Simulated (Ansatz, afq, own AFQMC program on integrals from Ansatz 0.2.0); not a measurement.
## BNH3, doublet: AFQMC among the cluster methods

```xyz
5

B     0.0000   -0.1798    0.7865
N     0.0000    0.0674   -0.5650
H     0.0000    0.6578    1.6392
H     0.0000    0.9957   -0.9652
H     0.0000   -0.6620   -1.2589
```

Connectivity, by distances: BH–NH2.

Basis cc-pVDZ. Noble-gas cores (and the filled d shells of Ga–Kr and In–Xe) are frozen. Ansatz 0.2.0 and our own AFQMC program on the same integrals; the CISD trial comes from CCSD amplitudes, and released means the phaseless constraint is let go. Free AFQMC starts from the CCSD state and is never constrained. Its projection time is finite, and what remains of the start isn't in its error. Error bars are statistical, one sigma.

Determinant: ROHF, the one that the program's search chose, which needn't be the lowest solution. The geometry is a point of a scan.

No full CI on the walks' own integrals is used here. The released AFQMC energy serves as the reference, which it does only where one determinant dominates, the energy is flat over the last release times and near the phaseless one (40 meV or 2 meV an electron, half that with transition metals). On small molecules, where full CI could be run and the noise was under 10 meV, such values lay within 10 meV of it in 19 cases of 20, a flattering rate, since the rule was set on those same cases; what remains of the bias isn't in the error bar.

Cautions: the released value is read at 2.40 1/Eh with a noise of 16 meV, more than in the cases checked (meV from the phaseless value at times in 1/Eh: -4 ± 11 at 0.24, -8 ± 11 at 0.51, -11 ± 10 at 0.99, 6 ± 13 at 1.62, 16 ± 16 at 2.40).

```
T1 diagnostic                               : 0.0181
weight of the determinant in the CISD state : 0.901
size of the correlated space                : 11 electrons in 41 orbitals
```

| level | correlation energy (eV) |
| --- | --- |
| MP2 | -6.5238 |
| CCSD | -7.1834 |
| CCSD(T) | -7.3695 |

Estimate where free-projection AFQMC lies against CCSD(T) on the same integrals.

1.2 ± 1.5 kJ/mol below CCSD(T). The gap is under twice the noise, so this walk alone can't tell the two apart.

Reference: AFQMC with the constraint released, correlation energy -7.379 ± 0.016 eV.

```tsv
level	E − E(reference) (kJ/mol)	share of correlation (%)
CCSD(T)	0.9 ± 1.5	99.87
ph-AFQMC/HF	-8.9 ± 8.0	101.26
ph-AFQMC/CISD	-1.6 ± 1.9	100.22
free AFQMC	-0.3 ± 2.1	100.05
```

Free projections are given only where their last times agree within the noise and don't stop above the reference; a slow remainder of the start can still hide under it. A walk keeps the symmetry of its determinant, which the program's search chose and which needn't be the lowest solution, so a lower state of the same spin and another symmetry isn't excluded. Released energies are given only where the last usable release times agree within the noise; a slower fall can still hide under it.
